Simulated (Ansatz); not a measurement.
One starting cell of Pb (a generated cell, Pb placed in the fcc structure type) was relaxed twice with Ansatz (plane waves, PAW, scalar-relativistic): with PBEsol at 420 eV and with PBE at 420 eV. The PBEsol result:

```xyz
1
Lattice="0.0000 2.4658 2.4658 2.4658 0.0000 2.4658 2.4658 2.4658 0.0000" Properties=species:S:1:pos:R:3 pbc="T T T"
Pb     0.0000     0.0000     0.0000
```

```tsv
quantity	PBEsol	PBE
space group	Fm-3m	Fm-3m
volume (Å³/atom)	29.99	[?]
a (Å)	4.932	[?]
gap (eV, no spin-orbit coupling)	0.00	[?]
pressure at 115 % of the level's own volume (GPa)	-4.8	[?]
```

What does PBE give for the same quantities?


- volume (Å³/atom), PBE: 31.89
- a (Å), PBE: 5.034
- gap (eV, no spin-orbit coupling), PBE: 0.00
- pressure at 115 % of the level's own volume (GPa), PBE: -4.0

Both levels end in the same structure; PBE's volume is 6.4 % larger. Neither column is exact.

No spin polarisation in the result.

Measured for Pb: a 4.902 Å (static lattice; corrected from measurement; as listed in Gábor I. Csonka et al., Physical Review B (2009)). Computed minus measured — a: PBEsol +0.6 %, PBE +2.7 %. The computed values are for a static lattice.

The run could not lose the symmetry of its start.

Ansatz is a program for electronic structure.
